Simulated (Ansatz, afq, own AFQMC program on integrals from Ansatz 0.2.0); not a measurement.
AFQMC on a folder of integrals that Ansatz 0.2.0 wrote.

```yaml
crystal:
  periodic: [false, false, false]
  atoms:
    - {symbol: Ge, position_ang: [0.000000, 0.000000, 0.399379]}
    - {symbol: C, position_ang: [0.000000, 0.000000, -1.981621]}
    - {symbol: H, position_ang: [0.000000, 0.908852, -2.584592]}
    - {symbol: H, position_ang: [0.000000, -0.908852, -2.584592]}
basis:
  gaussian: {orbitals: cc-pVDZ}
magnetization: {spin_polarized: true, initial_magnetization: 2}
correlation: {method: ccsd_t, electrons: outside_noble_gas, hamiltonian_folder: ham}
```

```sh
$ ansatz run in.yaml --threads 1 --pin off --events-out ev --progress --plain --max-ram 1382MiB
```

Options of the walk:

```
--method phaseless --trial hf --walkers 120 --populations 1 --least-time 40 --time-step 0.005 --steps-per-block 20 --equilibration-blocks 112 --max-blocks 600 --target-error 0.00114 --factor-cut 1e-05 --start spin_pure --seed 2768 --taylor-order 6
```

Times are imaginary, in 1/Eh. The walk had a cap of 1086 s. Filled inner d shells are frozen with the cores.

Log:

```
orbitals 36  electrons 6 4  factors 272 of 548
reference energy -2114.25435830 Eh
CCSD correlation -0.20933817 Eh in 15 cycles, weight of the determinant in the CISD state 0.8555
energy of the start -2114.255926 Eh
 block  time / (1/Eh)  mean weight  energy / Eh
     1     0.100  0.9992  -2114.294642
     2     0.200  1.0017  -2114.323301
     3     0.300  0.9997  -2114.346723
     4     0.400  1.0026  -2114.364244
     5     0.500  1.0008  -2114.374144
     8     0.800  1.0011  -2114.415596
    18     1.800  1.0004  -2114.440847
    69     6.900  1.0007  -2114.463512
   120    12.000  1.0025  -2114.487429
   171    17.100  1.0010  -2114.435775
   222    22.200  1.0016  -2114.467007
   273    27.300  0.9985  -2114.509717
   324    32.400  1.0017  -2114.459539
   375    37.500  1.0002  -2114.472406
   409    40.900  0.9968  -2114.428360
   426    42.600  1.0000  -2114.449957
   477    47.700  0.9989  -2114.468770
   528    52.800  0.9995  -2114.501204
   579    57.900  1.0020  -2114.447827
   630    63.000  0.9998  -2114.494754
   647    64.700  0.9989  -2114.510474
   681    68.100  0.9996  -2114.496737
   698    69.800  0.9993  -2114.455232
blocks merged  error / Eh  count
     1  0.000730  600
     2  0.000982  300
     4  0.001292  150
     8  0.001698  75
    16  0.002118  37
    32  0.002438  18
    64  0.002416  9
energy -2114.473791 +/- 0.002438 Eh
(rows thinned)
```

The run passed its tests (sampling time, drift between the halves within three errors, error under three times the target), which doesn't prove that it has relaxed.

Against this walk (error 66.3 meV) on the same determinant: CCSD(T) 89.6 meV higher (within the noise), CCSDT(Q) 29.8 meV higher (within the noise). The error is statistical and leaves out the bias of the constraint.

Cautions: constraint bias not in the error; error above the target (66.3 against 31.0 meV); no relativity below Rb; no spin-orbit coupling; inner d shell frozen; lower spins were not checked; unrestricted determinant slightly spin contaminated (⟨S²⟩ 2.06 against 2.00).

The walk took 4.1 min on 1 thread of Arm Neoverse V1, with other jobs on the host. The log's last line is the phaseless energy.

CCSDT and higher add their correlation energy to the determinant of the CCSD(T) run, since their own runs factorise the integrals more tightly (a shift of under 2 meV). A walk keeps the symmetry of its determinant, which the program's search chose and which needn't be the lowest solution, so a lower state of the same spin and another symmetry isn't excluded.
